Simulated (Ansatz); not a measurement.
# AlH6NO: the cost of one run

Program: Ansatz 0.2.0. Level of theory: RKS PBE-D4/def2-SVP. These are calculated values, not measurements.

### 1 The starting structure

Bond lengths: Al1–N2 2.270 Å, N2–H3 1.060 Å, N2–H4 1.060 Å, Al1–O5 1.780 Å, O5–H6 1.010 Å, Al1–H7 1.560 Å. Angles: Al1–N2–H3 120.0°, Al1–N2–H4 120.0°, H3–N2–H4 120.0°, N2–Al1–O5 120.0°, N2–Al1–H7 120.0°, O5–Al1–H7 120.0°, Al1–O5–H6 109.5°.

Coordinates:

```xyz
9

Al    0.0000    0.0000    0.0000
N     0.0000    0.0000    2.2700
H    -0.8770   -0.2713    2.8000
H     0.8770    0.2713    2.8000
O     1.5415    0.0000   -0.8900
H     1.8414   -0.9519   -1.0449
H    -1.3510    0.0000   -0.7800
H    -0.2326    1.7497    0.5865
H    -0.1826    1.3735    1.5699
```

### 2 A restrained relaxation towards end A

Springs on the bonds that form and break draw the guess towards this end; the thresholds are loose.

Input file input.yaml:

```yaml
crystal:
  periodic: [false, false, false]
  atoms:
    - { symbol: Al, position_ang: [0.0, 0.0, 0.0] }
    - { symbol: "N", position_ang: [0.0, 0.0, 2.27] }
    - { symbol: H, position_ang: [-0.877, -0.2713, 2.8] }
    - { symbol: H, position_ang: [0.877, 0.2713, 2.8] }
    - { symbol: O, position_ang: [1.5415, 0.0, -0.89] }
    - { symbol: H, position_ang: [1.8414, -0.9519, -1.0449] }
    - { symbol: H, position_ang: [-1.351, 0.0, -0.78] }
    - { symbol: H, position_ang: [-0.2326, 1.7497, 0.5865] }
    - { symbol: H, position_ang: [-0.1826, 1.3735, 1.5699] }
basis:
  gaussian: { orbitals: def2-SVP }
hamiltonian:
  xc: pbe
  dispersion: d4
relax:
  f_tol: 0.15
  max_steps: 25
  restrain:
    - { distance: [0, 7], at: 2.76, k: 30.0 }
    - { distance: [8, 1], at: 2.26, k: 30.0 }
    - { distance: [0, 1], at: 1.92, k: 30.0 }
    - { distance: [8, 7], at: 0.66, k: 30.0 }
output:
  orbitals: {}
```

Run with:

```sh
$ ansatz run input.yaml --threads 2 --pin off --max-ram 3072MiB --backend cpu --events-out ev --progress --plain --runs-dir out
```

Q: Estimate wall time and peak memory on 2 threads of Arm Neoverse V2, shared host.

About 17 s, with a peak of 0.14 GiB.
